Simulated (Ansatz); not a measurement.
A run for Ansatz (an electronic-structure program): U-BLYP/def2-TZVPPD on OH (SMILES [OH]), 2S+1 = 2. Files ending in .json are basis or fitting sets from the Basis Set Exchange.

Ansatz 0.2 input:
```yaml
crystal:
  periodic: [false, false, false]
  atoms:
    - {symbol: O, position_ang: [0.00000000, 0.00000000, 0.00000000]}
    - {symbol: H, position_ang: [0.96889819, 0.00000000, 0.00000000]}
basis:
  gaussian:
    orbitals: def2-TZVPPD.json
hamiltonian:
  xc: {name: BLYP}
magnetization: {spin_polarized: true, initial_magnetization: 1}
```

Output:

```
WARN ansatz: RAYON_NUM_THREADS=1 ignored (pool sized by the plan → 1); use --threads N
Functional definition: BLYP
integrals: 0.00 GiB planned
243 factors; their error is unknown
mean field: 0.10 GiB planned
mean field evaluation 1: about -2059.4841 eV, gradient 2.5e1 eV
mean field evaluation 2: about -2053.8628 eV, gradient 4.6e1 eV
mean field evaluation 4: about -2061.4980 eV, gradient 3.7e-1 eV
mean field evaluation 8: about -2061.4947 eV, gradient 2.2e-3 eV
mean field evaluation 16: about -2061.4995 eV, gradient 2.3e-1 eV
mean field -2061.49467306 eV, -75.7585319039 hartree, gradient 7.5e-6 eV, S^2 0.752182; 2 other end points of the search recorded, 0 dependent functions left out
reference -2061.49491815 eV, -75.7585409104 hartree; 5, 4 occupied and 52, 53 virtual orbitals, 243 factors
Total energy: -2061.49491815 eV, -75.7585409104 hartree
```

The run converged.

Cost: very roughly 0.7 core-seconds.
